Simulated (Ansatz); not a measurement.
Born–Oppenheimer molecular dynamics of AlClH3N (6 atoms, charge 0, multiplicity 1). It starts from a relaxed structure.

Theory: RKS BLYP-D4/def2-SVP in Ansatz 0.2.0.

```
ensemble                      : NVE (velocity Verlet)
time step                     : 0.25 fs
steps asked                   : 500
starting velocities drawn for : 100 K
seed                          : 876278
```

First frame:

```xyz
6
Properties=species:S:1:pos:R:3
Al 0.001 0.012 0.038
N -0.023 -0.002 1.815
H -0.862 -0.064 2.398
H 0.812 0.052 2.405
H 1.359 0.112 -0.760
Cl -1.867 -0.111 -0.972
```

**Question.** How far do the bonds stretch over the last three quarters of this one trajectory? (Pairs bonded in most of those frames.)

**Answer.** 
```csv
bond,mean (Å),spread (Å),shortest,longest
Al1–N2,1.783,0.030,1.74,1.82
Al1–H5,1.578,0.004,1.57,1.58
Al1–Cl6,2.125,0.011,2.11,2.15
N2–H3,1.025,0.009,1.01,1.04
N2–H4,1.025,0.012,1.00,1.05
```

Mean temperature of the second half: 50 K. The conserved energy stayed within 0.014 meV per atom of its start (net change 0.0027 meV per atom), so the integration is sound. Over the second half the temperature averaged 0.50 of the 100 K drawn at the start: a run that starts near a minimum puts about half its kinetic energy into the potential. A run of 0.12 ps of so small a system gives no equilibrium averages.

Time of the run: 9.8 min on 1 thread of Arm Neoverse V2, with other jobs on the host, peak memory 0.11 GiB.
